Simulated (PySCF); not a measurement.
**Fluorine: a sound run and one with changed settings**

Sound run: F [He] 2s2 2p5, F+ [He] 2s2 2p4. All numbers are calculated (PySCF 2.14, the spin-free X2C one-electron Hamiltonian (Gaussian nucleus), in jorge-DZP-DKH). In the sound run the correlated levels freeze 1s2. The sound run starts from symmetry-adapted Hartree-Fock orbitals and uses a fine grid where one is needed.

Changed run: initial guess minao, at most 50 SCF cycles, level shift 0.1 hartree.

```json
{"species": "F", "method": "UHF", "sound run (hartree)": "-99.48387", "changed run (hartree)": "-99.48387", "converged": "yes"}
{"species": "F", "method": "PBE0", "sound run (hartree)": "-99.74726", "changed run (hartree)": "-99.74726", "converged": "yes"}
{"species": "F", "method": "LDA", "sound run (hartree)": "-99.17253", "changed run (hartree)": "-99.17253", "converged": "yes"}
{"species": "F", "method": "MP2", "sound run (hartree)": "-99.61690", "changed run (hartree)": "-99.61209", "converged": "yes"}
{"species": "F", "method": "CCSD(T)", "sound run (hartree)": "-99.62906", "changed run (hartree)": "-99.62906", "converged": "yes"}
{"species": "F+", "method": "UHF", "sound run (hartree)": "-98.90751", "changed run (hartree)": "-98.90751", "converged": "yes"}
{"species": "F+", "method": "PBE0", "sound run (hartree)": "-99.10819", "changed run (hartree)": "-99.10819", "converged": "yes"}
{"species": "F+", "method": "LDA", "sound run (hartree)": "-98.51725", "changed run (hartree)": "-98.51725", "converged": "yes"}
{"species": "F+", "method": "MP2", "sound run (hartree)": "-98.99788", "changed run (hartree)": "-98.99508", "converged": "yes"}
{"species": "F+", "method": "CCSD(T)", "sound run (hartree)": "-99.01185", "changed run (hartree)": "-99.01185", "converged": "yes"}
```

Ionisation energy of F:

| method | sound run (eV) | changed run (eV) |
| --- | --- | --- |
| UHF | 15.684 | 15.684 |
| PBE0 | 17.390 | 17.390 |
| LDA | 17.831 | 17.831 |
| MP2 | 16.844 | 16.790 |
| SCS-MP2 | 16.787 | 16.735 |
| CCSD | 16.774 | 16.774 |
| CCSD(T) | 16.795 | 16.795 |

A level shift leaves the converged SCF energy unchanged but raises the virtual orbital energies, which shrinks MP2 if it is not removed.

For comparison, NIST gives 17.423 eV between the lowest levels.
